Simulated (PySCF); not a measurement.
Point-charge models of `C#CC#N` (cyanoacetylene) against its computed dipole.

Coordinates (PBE0-D3(BJ)/def2-TZVP, Å) and charges (e) from the PBE0/pcSseg-2 density (PySCF):

```tsv
atom	x	y	z	Mulliken	IAO	Hirshfeld	ESP-fitted
C1	-1.265	-0.198	0.045	-0.0381	-0.1294	-0.0234	-0.2437
C2	-0.077	-0.019	0.021	+0.0036	-0.0520	-0.0149	-0.1130
C3	1.276	0.184	-0.008	+0.0493	+0.1484	+0.0954	+0.4839
N4	2.418	0.355	-0.032	-0.1105	-0.1942	-0.1769	-0.4285
H5	-2.318	-0.355	0.066	+0.0957	+0.2271	+0.1198	+0.3014
```

Compute μ = Σ q r for each scheme (1 e·Å = 4.803 D) and compare with the dipole of the full density.

The full density gives (-3.86, -0.58, 0.08) D, 3.90 D in size; dipole vectors point from the negative to the positive end.

```
    scheme     μx     μy    μz  size (D)  share of the full size (%)  angle to the full dipole (°)
  Mulliken  -1.82  -0.27  0.04      1.84                          47                             0
       IAO  -3.07  -0.46  0.06      3.10                          80                             0
 Hirshfeld  -2.66  -0.40  0.05      2.69                          69                             0
ESP-fitted  -3.84  -0.58  0.08      3.89                         100                             0
```

Which set comes closest?

Length of the difference vector: ESP-fitted 0.01 D, IAO 0.80 D, Hirshfeld 1.22 D, Mulliken 2.06 D. Closest: ESP-fitted. The schemes that divide the density aren't constrained to reproduce the dipole.

What is left for the Hirshfeld atoms' own dipoles?

The shares of the density sum to the whole, so what Σ q r misses lies in dipoles about the nuclei. The atomic dipoles sum to (-3.86, -0.58, 0.08) − (-2.66, -0.40, 0.05) = (-1.20, -0.18, 0.03) D, 1.22 D in size.

With the origin at the mean of the coordinates, (0.007, -0.007, 0.018) Å, which are the largest single terms, by size, of the ESP-fitted dipole along the direction of the full one?

N4 +5.02, H5 +3.40, C3 -2.98, C1 -1.51, C2 -0.05 D; all 5 atoms together +3.89 D. The single terms depend on the origin, their sum doesn't.

Give the size of the full dipole in other units.

3.90 D = 1.535 au = 0.812 e·Å = 13.01 × 10⁻³⁰ C·m.

Geometry: PBE0-D3(BJ)/def2-TZVP; no solvent, vibrations or thermal averaging.
